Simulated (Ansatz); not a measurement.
A displaced shape of singlet C₂H(-):

```xyz
3

H     0.0045    0.0233   -1.6189
C    -0.0146    0.0460   -0.5069
C    -0.0062    0.0449    0.7776
```

It was optimised with HF/def2-SVP in Ansatz (development build ahead of 0.2.0) to forces under 0.001 eV/Å, with restricted orbitals. Each step stands on the lowest determinant of that kind that the program's search found.

What shape does it relax to, and how does the optimisation go?

```xyz
3

H    -0.0007    0.0282   -1.5716
C    -0.0052    0.0376   -0.5032
C    -0.0104    0.0484    0.7267
```

Bond lengths: H1–C2 1.068 Å, C2–C3 1.230 Å. Angles: H1–C2–C3 180.0°.

```json
{"step": "1", "E − E(start) (eV)": "0.0000", "largest force (eV/Å)": "4.7911"}
{"step": "2", "E − E(start) (eV)": "-0.1726", "largest force (eV/Å)": "0.5359"}
{"step": "3", "E − E(start) (eV)": "-0.1741", "largest force (eV/Å)": "0.0422"}
{"step": "4", "E − E(start) (eV)": "-0.1742", "largest force (eV/Å)": "0.0363"}
{"step": "5", "E − E(start) (eV)": "-0.1745", "largest force (eV/Å)": "0.0046"}
{"step": "6", "E − E(start) (eV)": "-0.1745", "largest force (eV/Å)": "0.0004"}
```

The optimisation ended after 6 steps with its threshold met. Caution: no diffuse functions for an anion.
